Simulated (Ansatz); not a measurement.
Ansatz (a first-principles code) input for H3Si, SMILES [SiH3], multiplicity 2, PBE/def2-TZVPD. The structure is a stationary point at B3LYP-D3(BJ)/def2-TZVPD. The isomer is the one that the SMILES or the coordinates give; other isomers of the formula were not compared.

Ansatz 0.2 input:
```yaml
crystal:
  periodic: [false, false, false]
  atoms:
    - {symbol: Si, position_ang: [-0.00000000, -0.00000000, 0.08027860]}
    - {symbol: H, position_ang: [1.22222336, -0.70565099, -0.37463345]}
    - {symbol: H, position_ang: [-1.22222336, -0.70565098, -0.37463345]}
    - {symbol: H, position_ang: [0.00000001, 1.41130197, -0.37463345]}
basis:
  gaussian:
    orbitals: def2-TZVPD
hamiltonian:
  xc: {name: PBE}
magnetization: {spin_polarized: true, initial_magnetization: 1}
```

Output:

```
WARN ansatz: RAYON_NUM_THREADS=1 ignored (pool sized by the plan → 1); use --threads N
Functional definition: PBE
integrals: 0.01 GiB planned
428 factors; their error is unknown
mean field: 0.15 GiB planned
mean field evaluation 1: about -7919.7656 eV, gradient 9.8e0 eV
mean field evaluation 2: about -7920.3319 eV, gradient 5.7e0 eV
mean field evaluation 4: about -7920.5997 eV, gradient 9.8e-2 eV
mean field evaluation 8: about -7920.5929 eV, gradient 1.5e-3 eV
mean field -7920.59292708 eV, -291.0764212995 hartree, gradient 1.6e-5 eV, S^2 0.752858; 0 other end points of the search recorded, 0 dependent functions left out
reference -7920.59296106 eV, -291.0764225483 hartree; 9, 8 occupied and 61, 62 virtual orbitals, 428 factors
Total energy: -7920.59296106 eV, -291.0764225483 hartree
```

The run converged.
